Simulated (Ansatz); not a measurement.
Two members of one family (Series SiH3X), computed with Ansatz in the gas phase. The two geometries come from different levels. Binding counts from free atoms in the multiplicity of their measured ground term, without zero-point energy. A dash marks a value that wasn't run or was left out as unsound. The structures are stationary points that may keep the symmetry of their start.

First: Si(SH)H3 (singlet, charge 0, PBE-D4/def2-TZVP geometry).

```xyz
6

Si   -0.016   -0.504    0.157
S    -0.714    1.293   -0.793
H     0.384    2.015   -0.462
H    -1.107   -1.494   -0.074
H     0.196   -0.310    1.625
H     1.257   -0.999   -0.452
```

```json
{"level": "r2SCAN-D4/def2-TZVP", "HOMO (eV)": "-6.57", "LUMO (eV)": "-0.36", "gap (eV)": "6.21", "vertical IE (eV)": "9.78", "binding per atom (eV)": "2.93"}
{"level": "B3LYP-D4/6-31G", "HOMO (eV)": "-7.15", "LUMO (eV)": "-0.24", "gap (eV)": "6.91", "vertical IE (eV)": "–", "binding per atom (eV)": "2.59"}
{"level": "B3LYP-D4/def2-TZVP", "HOMO (eV)": "-7.26", "LUMO (eV)": "-0.18", "gap (eV)": "7.07", "vertical IE (eV)": "9.88", "binding per atom (eV)": "2.92"}
{"level": "PBE0-D4/def2-TZVP", "HOMO (eV)": "-7.51", "LUMO (eV)": "0.06", "gap (eV)": "7.56", "vertical IE (eV)": "9.84", "binding per atom (eV)": "2.89"}
{"level": "LC-ωPBE/def2-TZVP", "HOMO (eV)": "-10.25", "LUMO (eV)": "2.20", "gap (eV)": "12.45", "vertical IE (eV)": "–", "binding per atom (eV)": "2.87"}
```

Second: Si(OH)H3 (singlet, charge 0, r2SCAN-D4/def2-TZVP geometry).

```csv
atom,x (Å),y (Å),z (Å)
Si1,0.036,0.298,0.257
O2,-0.440,-0.568,-1.064
H3,-0.104,-1.463,-1.153
H4,1.512,0.479,0.296
H5,-0.376,-0.361,1.526
H6,-0.628,1.615,0.137
```

Problem. Estimate the same table for the second.

Solution. 
```csv
level,HOMO (eV),LUMO (eV),gap (eV),vertical IE (eV),binding per atom (eV)
r2SCAN-D4/def2-TZVP,-7.58,-0.29,7.29,11.07,3.31
B3LYP-D4/6-31G,-8.11,0.12,8.23,–,2.93
B3LYP-D4/def2-TZVP,-8.52,-0.25,8.27,–,3.32
PBE0-D4/def2-TZVP,-8.73,0.04,8.77,11.25,3.25
LC-ωPBE/def2-TZVP,-11.55,2.19,13.74,–,3.27
```
